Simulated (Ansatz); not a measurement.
Isomers

Structures of B₂NH₄ (charge -1), singlet, relaxed at PBE0-D4/def2-TZVPD (vibrations not checked; lower isomers may exist, and structures with a doubtful reference or unclear bonds are left out). Ansatz 0.2.0; basis: def2-TZVPPD; cores frozen in the correlated methods. B3LYP uses VWN-RPA correlation.

(1) Rank them by CCSD(T) energy, lowest first, and give each one's height above the lowest. Links in brackets join atoms within 1.22 times the sum of their covalent radii (1.1 for two metals). (Judge from chemistry; the value comes from the calculation.)
A.
B₂NH₄ ([BH][N][BH3]), total charge -1
```
7
angstrom
B -1.1772 0.2618 -0.4994
N 0.2348 -0.1263 -0.1017
B 1.3890 -0.4432 0.2236
H -1.7342 -0.6750 -1.0873
H -1.1599 1.2436 -1.2539
H -1.8456 0.5490 0.5027
H 2.4861 -0.7444 0.5329
```
B.
B₂NH₄ ([BH2][BH][NH]), total charge -1
```
7
angstrom
B -1.0217 0.3455 -0.5165
B 0.3528 0.0674 0.4245
N 1.0228 -1.1137 0.1577
H -1.7620 -0.5461 -0.8832
H -1.3355 1.4331 -0.9791
H 0.8011 0.9427 1.1911
H 1.9426 -1.1290 0.6056
```
C.
B₂NH₄ ([BH2][N][BH2]), total charge -1
```
7
angstrom
B -1.0734 0.2409 -0.7740
N 0.0003 -0.0002 -0.0004
B 1.0735 -0.2409 0.7739
H -1.9175 -0.6203 -1.0057
H -1.2715 1.3360 -1.2930
H 1.0569 -0.0571 1.9879
H 2.1317 -0.6584 0.3114
```
D.
B₂NH₄ ([BH]1[BH2][NH]1), total charge -1
```
7
angstrom
B -0.6904 0.1086 -0.5108
B 0.2161 0.4085 0.8921
N 0.6885 -0.4482 -0.0546
H -1.6446 -0.6752 -0.5207
H -0.6993 0.8904 -1.4666
H 0.6732 0.7731 1.9540
H 1.4565 -1.0573 -0.2936
```

(2) Do PBE-D4, r2SCAN-D4, PBE0-D4, B3LYP-D4, wB97M-V, HF, MP2 give the same order? (Judge from chemistry; the calculation decides.)

The T1 diagnostic stays at or below 0.019.

For scale, one of the runs: CCSD(T)/def2-TZVPPD, 179 basis functions, launched by `ansatz run in.yaml --threads 2 --pin off --events-out ev --progress --plain --max-ram 4352MiB`. Time: 41 s of wall clock on 2 CPU threads of an Arm Neoverse N1; the host was shared. Peak host memory: 1.7 GiB.

## Answers

(1) The calculation gives: C (0.000 eV), A (0.467 eV), D (1.653 eV), B (2.200 eV). Heights count from the lowest.

(2) The calculation gives: All do.
